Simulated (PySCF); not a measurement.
Species: ethanolamine, C2H7NO.
Z-matrix (Å and degrees, PBE0-D3(BJ)/def2-SVP geometry), rows numbered from 1:
```
N 
C   1  1.4540
C   2  1.5227  1  108.03
O   3  1.3924  2  110.05  1    50.69
H   1  1.0159  2  112.04  3  -160.79
H   1  1.0184  2  111.24  3    79.24
H   2  1.1022  1  107.81  3   117.01
H   2  1.1088  1  114.86  3  -123.69
H   3  1.1029  2  110.22  1   171.31
H   3  1.1139  2  108.87  1   -72.22
H   4  0.9732  3  103.36  2   -35.22
```

Level: PBE0/pcSseg-1 and wB97X-D/def2-SVPD in PySCF, non-relativistic, on one gas-phase PBE0-D3(BJ)/def2-SVP geometry that isn't relaxed in the solvent. The solvent is an IEF-PCM continuum (van der Waals radii × 1.2). Specific hydrogen bonds and non-electrostatic terms are outside this model.

Gas phase at PBE0/pcSseg-1: HOMO -7.20 eV, LUMO 1.20 eV, dipole 3.32 D.

Question: What does the continuum do to the energy, the frontier levels and the dipole at PBE0/pcSseg-1 in cyclohexane and methanol?

Answer: 
```json
{"solvent": "cyclohexane", "ε": "2.017", "E(solvent) − E(gas) (kcal/mol)": "-2.52", "polarisation term (kcal/mol)": "-2.66", "distortion of the solute (kcal/mol)": "0.14", "HOMO (eV)": "-7.20", "LUMO (eV)": "1.41", "dipole (D)": "3.60"}
{"solvent": "methanol", "ε": "32.61", "E(solvent) − E(gas) (kcal/mol)": "-6.20", "polarisation term (kcal/mol)": "-7.06", "distortion of the solute (kcal/mol)": "0.86", "HOMO (eV)": "-7.16", "LUMO (eV)": "1.65", "dipole (D)": "4.03"}
```

The polarisation term is half the interaction of the solute with the surface charges that it induces; the rest is the cost of distorting the solute's density. The sum is the electrostatic part of solvation alone. From cyclohexane to methanol the lowering changes by a factor 2.46, Onsager's factor (ε − 1)/(2ε + 1) by 2.36 and ε itself by 16.2.

Question: Which radius a makes the point-dipole formula ΔE = −[(ε − 1)/(2ε + 1)]·μ²/a³ give the value in methanol, with the gas-phase dipole?

Answer: μ = 1.307 au and |ΔE| = 0.00988 Eh give a = 2.30 Å; the farthest nucleus lies 2.18 Å from the centroid of the nuclei. The formula assumes a rigid point dipole at the centre of a sphere.

Question: Which Hirshfeld charges (PBE0/pcSseg-1) respond most in cyclohexane (means over atoms taken as equivalent)?

Answer: 
| atoms | environment | gas (e) | solvent (e) | change |
| --- | --- | --- | --- | --- |
| O4 | alcohol oxygen | -0.247 | -0.258 | -0.011 |
| H5/H6 | N–H hydrogen | +0.116 | +0.120 | +0.004 |
| H7/H8 | methylene hydrogen | +0.037 | +0.039 | +0.002 |
| N1 | primary amine nitrogen | -0.209 | -0.210 | -0.001 |
| C2 | sp3 carbon bound to nitrogen | -0.032 | -0.031 | +0.001 |
| C3 | carbinol carbon (C–OH) | -0.006 | -0.008 | -0.002 |

Question: How do the nuclear quadrupole coupling constants eQVzz/h respond in cyclohexane?

Answer: 
```json
{"nucleus": "14N at N1", "Q (barn)": "0.02044", "gas (MHz)": "-5.23", "solvent (MHz)": "-5.15", "η gas": "0.12", "η solvent": "0.14"}
{"nucleus": "17O at O4", "Q (barn)": "-0.0256", "gas (MHz)": "11.44", "solvent (MHz)": "11.32", "η gas": "0.89", "η solvent": "0.89"}
```

Gas phase at wB97X-D/def2-SVPD: HOMO -9.32 eV, LUMO 2.24 eV, dipole 3.32 D.

Question: What does the continuum do to the energy, the frontier levels and the dipole at wB97X-D/def2-SVPD in cyclohexane?

Answer: 
| solvent | ε | E(solvent) − E(gas) (kcal/mol) | polarisation term (kcal/mol) | distortion of the solute (kcal/mol) | HOMO (eV) | LUMO (eV) | dipole (D) |
| --- | --- | --- | --- | --- | --- | --- | --- |
| cyclohexane | 2.017 | -2.55 | -2.71 | 0.16 | -9.29 | 2.42 | 3.66 |

Question: How does the static polarisability (wB97X-D/def2-SVPD, frozen core, with the continuum's full static response) change?

Answer: 
```json
{"medium": "gas", "isotropic (au)": "41.0", "principal values (au)": "38.0, 41.3, 43.6", "⟨r²⟩ of the electrons (bohr²)": "305.6"}
{"medium": "cyclohexane", "isotropic (au)": "45.4", "principal values (au)": "42.2, 46.0, 47.9", "⟨r²⟩ of the electrons (bohr²)": "305.5"}
```

The isotropic value in cyclohexane is 1.11 times the gas-phase one; no cavity-field correction is applied. ⟨r²⟩ is taken about the centre of nuclear charge.

On an Arm Neoverse V1 with one thread, no GPU, shared host, this took 5.0 s and 0.54 GiB of memory at its peak. This is the whole shielding run at PBE0/pcSseg-1 in methanol, SCF included.

Note: wB97X-D ran without an empirical dispersion term, which enters the total energy and its gradient alone.
